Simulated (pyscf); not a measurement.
PySCF, gas phase, ωB97X-D3(BJ)/def2-SVP geometries. Correlated levels are frozen-core, on RHF or UHF. ΔMP2 is the change of the MP2 total energy from the triple- to the quadruple-zeta basis.

SMILES: BOCC
```xyz
11

B      1.0959    -0.2429     0.9081
O      0.8234     0.3784    -0.2518
C     -0.0815     1.4731    -0.3458
C     -1.3334     1.0585    -1.0977
H      1.8651    -1.1754     0.8667
H      0.5785     0.1363     1.9420
H     -0.3303     1.8382     0.6662
H      0.4419     2.2818    -0.8813
H     -2.0045     1.9217    -1.2296
H     -1.8784     0.2761    -0.5465
H     -1.0725     0.6631    -2.0913
```

Q: What is the homolytic dissociation enthalpy (298 K, CCSD(T)/def2-TZVPP + ΔMP2(QZVPP)) of the C–O bond of `[BH2][O][CH2][CH3]`, to H₂B–O• + •H₂C–CH₃?

A: C–O to H₂B–O• + •H₂C–CH₃: 334.2 kJ/mol. The radicals are drawn with the spin at the cut bond; how far it spreads was not checked. H₂B–O–CH₂–CH₃ lies 134.9 kJ/mol over its isomer H₃C–B(CH₃)–OH, and others may lie lower still (electronic energy, ωB97M-D3(BJ)). Other isomers of H₂B–O•, •H₂C–CH₃ were not searched in full and may lie lower. The CCSD(T) − MP2 part came from Ansatz, without density fitting, on the same reference.
